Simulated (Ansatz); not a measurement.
in.yaml

```yaml
crystal:
  periodic: [false, false, false]
  atoms:
    - {symbol: N, position_ang: [0.000000, -0.448988, 1.217141]}
    - {symbol: S, position_ang: [0.000000, -0.030474, -2.876522]}
    - {symbol: H, position_ang: [0.000000, 0.479461, 1.659381]}
basis:
  gaussian: {orbitals: cc-pVDZ}
correlation: {method: fic_mrcisd_q, electrons: outside_noble_gas, active_space: {window: {electrons: 12, orbitals: 9}, shells: [{species: H, l: s, shell: 1}, {species: "N", l: s, shell: 2}, {species: "N", l: p, shell: 2}, {species: S, l: s, shell: 3}, {species: S, l: p, shell: 3}]}}
```

```sh
$ ansatz run in.yaml --threads 1 --pin off --events-out ev --progress --plain --max-ram 2393MiB
```

Question: Roughly how long does this take on 1 thread of Arm Neoverse V2, shared host, and how much host memory?

Answer: 5.5 s wall and 0.33 GiB.

```
635 factors; integrals over basis functions are off by at most 2.0e-7 eV
mean field evaluation 1: about -12283.4723 eV, gradient 5.8e1 eV
mean field evaluation 2: about -12283.4720 eV, gradient 5.8e1 eV
mean field evaluation 4: about -12274.5943 eV, gradient 8.2e1 eV
mean field evaluation 8: about -12306.0701 eV, gradient 8.4e0 eV
mean field evaluation 16: about -12306.9902 eV, gradient 2.3e-6 eV
mean field evaluation 32: about -12306.9154 eV, gradient 8.1e-1 eV
mean field evaluation 64: about -12306.9132 eV, gradient 2.8e-1 eV
mean field evaluation 96: about -12306.9549 eV, gradient 1.5e-1 eV
mean field evaluation 128: about -12306.9833 eV, gradient 4.8e-1 eV
mean field evaluation 160: about -12306.9897 eV, gradient 4.6e-2 eV
mean field evaluation 192: about -12306.9504 eV, gradient 1.8e-1 eV
mean field evaluation 224: about -12306.9883 eV, gradient 8.0e-2 eV
mean field evaluation 256: about -12306.9902 eV, gradient 1.1e-3 eV
mean field -12306.99020054 eV, -452.2735478924 hartree, gradient 2.8e-6 eV, S^2 0.000000; 17 other end points of the search recorded, 0 dependent functions left out; unrestricted orbitals would lower it
reference -12306.99020054 eV, -452.2735478924 hartree; 12, 12 occupied and 25, 25 virtual orbitals, 635 factors
state -12312.57363453 eV, -452.4787353067 hartree
contracted CI cycle   1: correlation 0.00000000 eV, 0.0000000000 hartree, residual 2.03e1 eV
contracted CI cycle   2: correlation -5.27392751 eV, -0.1938132611 hartree, residual 3.21e0 eV
contracted CI cycle   3: correlation -5.41469394 eV, -0.1989863322 hartree, residual 5.55e-1 eV
contracted CI cycle   4: correlation -5.41888139 eV, -0.1991402179 hartree, residual 1.24e-1 eV
contracted CI cycle   5: correlation -5.41910378 eV, -0.1991483905 hartree, residual 2.21e-2 eV
contracted CI cycle   6: correlation -5.41911028 eV, -0.1991486294 hartree, residual 4.93e-3 eV
contracted CI cycle   7: correlation -5.41911057 eV, -0.1991486402 hartree, residual 1.27e-3 eV
state -12312.57363453 eV, -452.4787353067 hartree; corrected -12318.42376746 eV, -452.6937237265 hartree
Total energy: -12318.42376746 eV, -452.6937237265 hartree
Checks for a lower state left out: starts, orbital_swaps
```
